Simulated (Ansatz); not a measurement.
Relaxation of C3H6O3 (12 atoms, charge 0, multiplicity 1), to a largest force component of 0.015 eV/Å in at most 40 steps.

Computed with RKS PBE0-D4/6-31G in Ansatz.

```xyz
12
Properties=species:S:1:pos:R:3:forces:R:3
C -0.032 -2.146 -0.108 -0.97 1.28 0.26
O -0.569 -0.773 -0.286 -0.63 -1.65 -0.37
C 0.304 0.166 0.144 1.87 -0.19 0.89
C 0.150 1.482 0.090 2.51 -1.28 0.86
O 1.257 2.257 0.564 -1.36 0.24 -0.49
O -0.861 2.161 -0.421 -0.92 0.56 -0.34
H -0.819 -2.787 -0.487 -0.05 -0.23 -0.06
H 0.873 -2.240 -0.708 0.23 -0.24 0.21
H 0.100 -2.305 0.981 0.30 -0.21 -0.54
H 1.268 -0.211 0.585 -1.03 0.26 -0.41
H 1.938 1.626 0.842 0.32 0.20 0.14
H -0.633 3.085 -0.342 -0.27 1.25 -0.16
```

**Question.** Where does it end, and by what steps?

**Answer.** The run converged. The force dipped under the threshold on the way, but the program's further checks kept it going. Limits of this set-up: no polarisation functions. After 31 steps the energy has fallen by 0.500 eV; H8 moved furthest, 1.95 Å.

```csv
step,energy less start (eV),largest force component (eV/Å),accepted
0,0.0000,2.505,yes
2,-0.3635,0.642,yes
4,-0.3930,0.138,yes
6,-0.4331,0.188,yes
8,-0.4456,0.480,no
10,-0.4589,0.130,yes
12,-0.4634,0.196,yes
14,-0.4702,0.065,yes
16,-0.4754,0.085,yes
18,-0.4793,0.310,yes
20,-0.4797,0.278,no
22,-0.4940,0.121,yes
24,-0.4961,0.092,yes
26,-0.4983,0.105,yes
28,-0.4990,0.036,yes
30,-0.4994,0.020,yes
31,-0.4995,0.014,yes
```

```xyz
12
Properties=species:S:1:pos:R:3
C -0.273 -1.771 -0.379
O -0.339 -1.064 0.889
C 0.473 0.058 1.019
C 0.450 1.115 0.200
O 1.221 2.257 0.341
O -0.318 1.188 -0.930
H -0.878 -2.667 -0.241
H -0.679 -1.160 -1.190
H 0.761 -2.051 -0.612
H 1.108 0.044 1.898
H 1.687 2.297 1.192
H -0.237 2.071 -1.335
```

Whether the end is a true minimum wasn't checked by a vibrational analysis.

The run took 120 s on 1 thread of Arm Neoverse V1 (shared host), peak memory 0.15 GiB.
